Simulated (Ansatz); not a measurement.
Geometry optimisation, RKS B3LYP/def2-SVP (Ansatz 0.2.0).

Input:

```yaml
crystal:
  periodic: [false, false, false]
  atoms:
    - { symbol: Al, position_ang: [0.0, 0.0, 0.0] }
    - { symbol: C, position_ang: [0.0, 0.0, 1.97] }
    - { symbol: H, position_ang: [-0.9996, -0.3092, 2.3405] }
    - { symbol: H, position_ang: [0.7676, -0.7111, 2.3405] }
    - { symbol: H, position_ang: [0.232, 1.0203, 2.3405] }
    - { symbol: H, position_ang: [1.351, 0.0, -0.78] }
    - { symbol: F, position_ang: [-1.4635, 0.0, -0.845] }
basis:
  gaussian: { orbitals: def2-SVP }
hamiltonian:
  xc: b3lyp
relax:
  f_tol: 0.02
  max_steps: 40
```

Run as:

```bash
$ ansatz run input.yaml --threads 1 --pin off --max-ram 2048MiB --backend cpu --events-out ev --progress --plain --runs-dir out
```

Task: Where does it end, and by what steps?

Result: The forces met the threshold. After 4 steps the energy has fallen by 0.043 eV; H6 moved furthest, 0.10 Å.

```tsv
step	energy less start (eV)	largest force component (eV/Å)	accepted
0	0.0000	0.507	yes
1	-0.0391	0.259	yes
2	-0.0430	0.059	yes
3	-0.0432	0.023	yes
4	-0.0433	0.011	yes
```

```xyz
7
Properties=species:S:1:pos:R:3
Al 0.028 -0.005 0.015
C -0.016 -0.011 1.961
H -1.002 -0.296 2.362
H 0.741 -0.696 2.381
H 0.222 0.995 2.352
H 1.331 0.012 -0.878
F -1.416 0.000 -0.828
```

Whether the end is a true minimum wasn't checked by a vibrational analysis.

Run time: 9.1 s on 1 thread of Arm Neoverse V2, on a shared host, peak memory 0.13 GiB.
